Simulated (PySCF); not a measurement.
# CH3O2: the cost of one run

Programs: PySCF 2.14.0. All values are calculated, for the isolated system unless a continuum is named. Atoms count from 0, parts from 1.

## 1. The system as given

6 atoms, charge 1, multiplicity 1; geometry: GFN2-xTB. Parts: 1 = atoms 0–3, `[OH3+]`, charge 1; 2 = atoms 4–5, `[C-]#[O+]`, charge 0.

## 2. Optimising the geometry at PBE0-D3(BJ)/def2-TZVPD

Job settings and geometry (Å):

```
{"job": {"xc": "PBE0", "basis": "def2-TZVPD", "d3": "d3bj", "grid": 3, "kind": "geom", "shake": 0.01}, "charge": 1, "multiplicity": 1, "parts": [{"atoms": "0-3", "charge": 1, "multiplicity": 1}, {"atoms": "4-5", "charge": 0, "multiplicity": 1}]}
O     -0.032081    -0.053781     0.178162
H     -0.309886    -0.971230     0.219010
H     -0.758100     0.588577    -0.486986
H      0.922093     0.060308    -0.058870
C     -1.694774     1.477563    -1.263838
O     -2.402486     2.167239    -1.778678
```

Started as:

```console
$ OMP_NUM_THREADS=1 python cluster_run.py task.json out
```

One launch serves the whole session: the jobs run in the order shown.

**Question.** How long does this first job take on 1 thread of Arm Neoverse N1, shared host, and how much memory does it need?

About 61 s, with a peak of 0.57 GiB.
